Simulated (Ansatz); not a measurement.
The same path of AlClFH + H2 (6 atoms, charge 0, multiplicity 1) was run twice with different band settings. Lost on the way: Al1–Cl2, H5–H6. Made: Al1–H5, Cl2–H6.

These are results of RKS revPBE-D4/def2-SVP in Ansatz, not measurements.

Relaxed end points:

```xyz
6
Properties=species:S:1:pos:R:3
Al 0.025 0.134 0.237
Cl -0.055 0.741 2.265
H 1.377 0.081 -0.578
F -1.437 -0.065 -0.571
H 0.000 -2.201 0.513
H 0.122 -1.955 1.234
```

```xyz
6
Properties=species:S:1:pos:R:3
Al 0.371 -0.815 -0.103
Cl 0.029 -0.033 2.386
H 1.345 0.287 -0.708
F -1.313 -0.354 -0.067
H 0.633 -2.378 0.026
H -1.032 0.028 1.566
```

Common settings: movable images 9; climbing image yes; spring 5.0 eV/Å²; optimiser quadratic models (default); force threshold 0.05 eV/Å; iteration limit 60; end points relaxed.

| run | start path |
| --- | --- |
| 1 | through a guess of the saddle point |
| 2 | straight line |

Task: What does each run give, and how far can it be trusted?

Result: Run 1: converged after 15 iterations, highest image 1.294 eV above the first end. A vibrational analysis at the climbing image gives one clearly imaginary mode, 171i cm⁻¹: a first-order saddle point.
Run 2: converged after 16 iterations, highest image 1.294 eV above the first end. Another band between the same ends (9 images) ends at a top of the same energy, where a vibrational analysis finds 1 clearly imaginary mode.
The orbitals stay closed-shell, which can raise the energy where a bond breaks towards radicals; this wasn't checked here.
